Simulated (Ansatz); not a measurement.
# F–CH–Ga, doublet: reading a ladder of total energies

Geometry: a PBE0/def2-TZVP stationary point for this spin, not checked as a minimum.

```
atom   x (Å)    y (Å)    z (Å)
   F  0.0000  -0.3591   2.1394
   C  0.0000   0.5643   1.1556
  Ga  0.0000  -0.0220  -0.8053
   H  0.0000   1.5648   1.6079
```

Basis cc-pVDZ; Ansatz 0.2.0. Correlated methods freeze the noble-gas cores and the filled d shells of p-block atoms, which leaves 15 electrons in 44 orbitals. R marks a restricted (for open shells ROHF) determinant, U an unrestricted one. No spin–orbit coupling is included, and no scalar relativity.

Full CI isn't at hand for all of this; UCCSDT(Q) serves as the reference, and is uncertain by about the last step of the cluster series.

Runs differ by some tens of microhartree through their thresholds and, for an open shell, their frozen cores, so steps under 0.03 kcal/mol mean nothing.

| level | total energy (hartree) |
| --- | --- |
| UHF | -2061.038679 |
| UMP2 | -2061.377655 |
| UCCSD | -2061.407932 |
| UCCSD(T) | -2061.416577 |
| UCCSDT | -2061.417634 |
| UCCSDT(Q) | -2061.418421 |

Question: What is the correlation energy at UCCSDT(Q), and what share of it do UMP2 and UCCSDT recover?

Answer: E(corr) = -2061.418421 − (-2061.038679) = -0.379742 hartree = -10.333 eV. UMP2: -0.338976 / -0.379742 = 89.26 %. UCCSDT: -0.378955 / -0.379742 = 99.79 %.

Question: By how many kcal/mol does UCCSD(T) miss UCCSDT(Q) (1 hartree = 627.509 kcal/mol), and which steps make up the rest?

Answer: -2061.416577 − (-2061.418421) = 0.001844 hartree = 1.16 kcal/mol. Steps: UCCSDT − UCCSD(T) = -0.66, UCCSDT(Q) − UCCSDT = -0.49 kcal/mol. Differences between like states or geometries often cancel part of this.
